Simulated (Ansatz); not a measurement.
A first try at a comparison of dispersion corrections of C₅H₁₀N, SMILES C=CC(C)[CH]N, using Ansatz 0.2.0, Python API.

Script `disp_c5h10n.py`:
```python
"""Dispersion corrections for C5H10N."""

import ansatz as az


def main() -> None:
    mol = (
        az.Crystal.molecule()
        .atom("C", (1.8571, -1.3078, 0.3895))
        .atom("C", (1.1096, -0.5372, -0.4066))
        .atom("C", (0.2645, 0.5845, 0.1498))
        .atom("C", (-0.2906, 1.4642, -0.9773))
        .atom("C", (-0.8632, 0.0389, 1.0426))
        .atom("N", (-1.8087, -0.777, 0.2873))
        .atom("H", (1.8702, -1.1532, 1.4642))
        .atom("H", (2.4626, -2.1017, -0.0354))
        .atom("H", (1.133, -0.7181, -1.4781))
        .atom("H", (0.9171, 1.2262, 0.7821))
        .atom("H", (-0.9285, 0.8713, -1.6675))
        .atom("H", (-0.8951, 2.294, -0.5528))
        .atom("H", (0.5456, 1.9075, -1.5593))
        .atom("H", (-1.3967, 0.8817, 1.5354))
        .atom("H", (-2.6221, -0.9716, 0.9141))
        .atom("H", (-1.3548, -1.7018, 0.1121))
    )

    model = mol.calculation()
    model = model.basis(gaussian="def-2SVP")
    model = model.spin("collinear", total=1)
    for name in ["pbe", "blyp"]:
        for correction in ("d3bj", "d4"):
            summary = model.functional(name, dispersion=correction).run().report
            print(f"{name:8s} {correction:5s} total {summary['free_energy_ev']:.5f} eV, of which dispersion {1000 * summary['dispersion']['energy']['ev']:.2f} meV")


if __name__ == "__main__":
    main()
```

```console
$ python disp_c5h10n.py
Traceback (most recent call last):
  File "disp_c5h10n.py", line 37, in <module>
    main()
    ~~~~^^
  File "disp_c5h10n.py", line 32, in main
    summary = model.functional(name, dispersion=correction).run().report
              ~~~~~~~~~~~~~~~~~~~~~~~~~~~~~~~~~~~~~~~~~~~~~~~~~^^
  ...
ansatz.GaussianBasisError: pseudopotentials/gaussian/def-2svp.bse can't be read: No such file or directory (os error 2)
```
(Library frames cut from the traceback.)

Why does it end like this?

The fault: the library has no basis set of that name. Mended:

```diff
--- before
+++ after
@@ -27,3 +27,3 @@
     model = mol.calculation()
-    model = model.basis(gaussian="def-2SVP")
+    model = model.basis(gaussian="def2-SVP")
     model = model.spin("collinear", total=1)
```

The mended script runs so:

```console
$ python disp_c5h10n.py
pbe      d3bj  total -6821.87259 eV, of which dispersion -360.01 meV
pbe      d4    total -6821.84836 eV, of which dispersion -335.78 meV
blyp     d3bj  total -6827.69946 eV, of which dispersion -734.35 meV
blyp     d4    total -6827.70636 eV, of which dispersion -741.24 meV
```

Caveats:
- Total energies depend on the basis set; only differences at equal settings carry meaning.
- The geometry is a force-field or estimated start, not a minimum of this method, and the basis set is short of its limit. D4 holds the three-body term, and d3bj doesn't.
- The species is open-shell (spin multiplicity 2).
- The whole script took 38 s on 1 thread of Arm Neoverse V1 (shared host), peak memory 0.27 GiB.
